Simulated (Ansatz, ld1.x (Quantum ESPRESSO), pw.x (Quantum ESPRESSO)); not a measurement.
# niobium (Nb): does the PAW potential hold in the solid?

| Item | Value |
| --- | --- |
| Element | Nb |
| Generator | ld1.x (Quantum ESPRESSO) 7.5 |
| Type | PAW |
| Functional | PBEsol |
| Relativity | scalar-relativistic |
| Frozen core | [Ar] 3d10 |
| Valence charge | 13 |
| Reference configuration | 4s2 4p6 4d4 5s1 5p0 |
| Partial waves | 4s (bound): rcut 1.90, rcutus 2.20 bohr; 5s (bound): rcut 1.90, rcutus 2.20 bohr; 4p (bound): rcut 2.10, rcutus 2.50 bohr; 5p (bound, empty): rcut 2.10, rcutus 2.50 bohr; 4d (bound): rcut 2.05, rcutus 2.15 bohr; 4d channel at 0.5 Ry: rcut 2.05, rcutus 2.15 bohr |
| Local potential | all-electron potential smoothed inside 2.30 bohr (lloc = -2) |
| Core correction | none |
| Augmentation charge | BESSEL, radius 1.75 bohr |

Crystal test: sc Nb in pw.x 7.5, no spin, 12³ k-points, Fermi–Dirac smearing 0.01 Ry, cutoffs 45/360 Ry. The reference is all-electron LAPW (Ansatz 0.2.0) with the same functional, mesh and smearing; V0 and B0 come from Birch–Murnaghan fits to the pressures at five volumes. Errors are pseudo minus all-electron; Δ is the rms difference of the E(V) curves that follow from these fits, minima aligned, over ±6 % about the mean V0. Mesh and smearing are coarse, so the numbers serve the comparison and aren't converged zero-temperature values; the lattice is a test structure that the element need not adopt.

All-electron: a0 = 2.687 Å (V0 = 19.39 Å³/atom), B0 = 142.4 GPa.

**Question.** How far does the potential miss the all-electron equation of state?

**Answer.** mean pressure error (GPa): +1.53; a0 (Å): 2.695; a0 error (%): +0.32; B0 error (%): +1.8; Δ (meV/atom): 5.9. Atomic configuration tests: test run stopped at test 4 of 7 (negative rho).

```csv
V (Å³/atom),P all-electron (GPa),P pseudo (GPa)
18.214,10.06,12.06
18.694,5.59,7.32
19.173,1.63,3.13
19.652,-1.87,-0.58
20.132,-4.97,-3.85
```

**Question.** At the middle volume, how do free energy and pressure move when the wave cutoff is lowered (ecutrho held at 360 Ry)?

**Answer.**

```
cutoff (Ry)  shift of F (meV/atom)  shift of P (GPa)
         20                 +221.9            -12.90
         27                  +50.4             +0.06
         36                   +4.8             -0.27
```

Input at the middle volume:

```
&control
  calculation='scf', prefix='x', pseudo_dir='./', outdir='./tmp', tstress=.true., disk_io='none'
/
&system
  ibrav=0, nat=1, ntyp=1, ecutwfc=45, ecutrho=360, nbnd=14,
  occupations='smearing', smearing='fd', degauss=0.01
/
&electrons
  conv_thr=1e-09, mixing_beta=0.4, electron_maxstep=70
/
ATOMIC_SPECIES
Nb 1.0 Nb.UPF
CELL_PARAMETERS angstrom
  2.67647602 0.00000000 0.00000000
  0.00000000 2.67647602 0.00000000
  0.00000000 0.00000000 2.67647602
ATOMIC_POSITIONS crystal
Nb 0.0000 0.0000 0.0000
K_POINTS automatic
12 12 12 0 0 0
```

```bash
pw.x < Nb.scf.in > Nb.scf.out
```

Lines of the output:

```
Message from routine setup:
     using ibrav=0 with symmetry is DISCOURAGED, use correct ibrav instead
     lattice parameter (alat)  =       5.0578  a.u.
     unit-cell volume          =     129.3858 (a.u.)^3
     number of electrons       =        13.00
     number of Kohn-Sham states=           14
     kinetic-energy cutoff     =      45.0000  Ry
     charge density cutoff     =     360.0000  Ry
     scf convergence threshold =      1.0E-09
     Exchange-correlation= SLA  PW   PSX  PSC
     number of k points=    84  Fermi-Dirac smearing, width (Ry)=  0.0100
     iteration #  1     ecut=    45.00 Ry     beta= 0.40
     total energy              =    -329.96093581 Ry
     estimated scf accuracy    <       0.06839507 Ry
     iteration #  2     ecut=    45.00 Ry     beta= 0.40
     total energy              =    -329.96354171 Ry
     estimated scf accuracy    <       0.00855252 Ry
     iteration #  3     ecut=    45.00 Ry     beta= 0.40
     total energy              =    -329.96492293 Ry
     estimated scf accuracy    <       0.00060145 Ry
     iteration #  4     ecut=    45.00 Ry     beta= 0.40
     total energy              =    -329.96505239 Ry
     estimated scf accuracy    <       0.00007647 Ry
     iteration #  5     ecut=    45.00 Ry     beta= 0.40
     total energy              =    -329.96506547 Ry
     estimated scf accuracy    <       0.00002108 Ry
     iteration #  6     ecut=    45.00 Ry     beta= 0.40
     total energy              =    -329.96506719 Ry
     estimated scf accuracy    <       0.00000023 Ry
     iteration #  7     ecut=    45.00 Ry     beta= 0.40
     total energy              =    -329.96506774 Ry
     estimated scf accuracy    <       0.00000016 Ry
     iteration #  8     ecut=    45.00 Ry     beta= 0.40
     total energy              =    -329.96506775 Ry
     estimated scf accuracy    <          7.5E-09 Ry
     iteration #  9     ecut=    45.00 Ry     beta= 0.40
     total energy              =    -329.96506776 Ry
     estimated scf accuracy    <          2.0E-09 Ry
     iteration # 10     ecut=    45.00 Ry     beta= 0.40
     total energy              =    -329.96506776 Ry
     estimated scf accuracy    <          1.2E-09 Ry
     iteration # 11     ecut=    45.00 Ry     beta= 0.40
     the Fermi energy is    16.0253 ev
!    total energy              =    -329.96506776 Ry
     estimated scf accuracy    <          1.4E-10 Ry
     smearing contrib. (-TS)   =      -0.00438370 Ry
     The total energy is F=E-TS. E is the sum of the following terms:
     one-electron contribution =     -18.66373346 Ry
     hartree contribution      =      21.03961539 Ry
     xc contribution           =     -14.01119535 Ry
     ewald contribution        =     -94.80458755 Ry
     one-center paw contrib.   =    -223.52078308 Ry
     convergence has been achieved in  11 iterations
          total   stress  (Ry/bohr**3)                   (kbar)     P=       31.28
     Message from routine punch:
     Nothing written, as per user request (disk_io='none')
```

The run at the middle volume (84 k-points, 11 iterations) took about 18 s on one core of a shared host (Neoverse-V1, 32 threads, 247 GiB, load 16).
